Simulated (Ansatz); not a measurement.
Input for Ansatz (a first-principles code): R-RI-MP2/aug-cc-pVTZ on H2O (SMILES O) with ghost functions. Files ending in .json are basis or fitting sets from the Basis Set Exchange.

Ansatz 0.2 input:
```yaml
crystal:
  periodic: [false, false, false]
  atoms:
    - {symbol: O, position_ang: [3.26754588, 0.30323328, 0.00046513]}
    - {symbol: H, position_ang: [3.70674988, 0.69138528, -0.75940687]}
    - {symbol: H, position_ang: [3.70542988, 0.70583728, 0.75355513]}
basis:
  gaussian:
    orbitals: aug-cc-pVTZ
    fitting: {mean_field: def2-universal-JKFIT, correlation: aug-cc-pVTZ-RIFIT.json}
    ghost_atoms:
      - {symbol: O, position_ang: [-1.66510712, 0.46593728, -0.00414787]}
      - {symbol: H, position_ang: [-0.70083812, 0.43346528, -0.00379387]}
      - {symbol: C, position_ang: [-2.12653612, -0.86951472, 0.00412513]}
      - {symbol: H, position_ang: [-3.21282212, -0.83812772, 0.00326213]}
      - {symbol: H, position_ang: [-1.80451112, -1.42899872, -0.87740387]}
      - {symbol: H, position_ang: [-1.80557312, -1.41769372, 0.89311813]}
magnetization: {spin_polarized: false}
correlation: {method: mp2, electrons: outside_noble_gas}
scf: {lower_state_search: off}
```

### Question
Predict the final total energy.

### Answer
-76.3290 hartree.
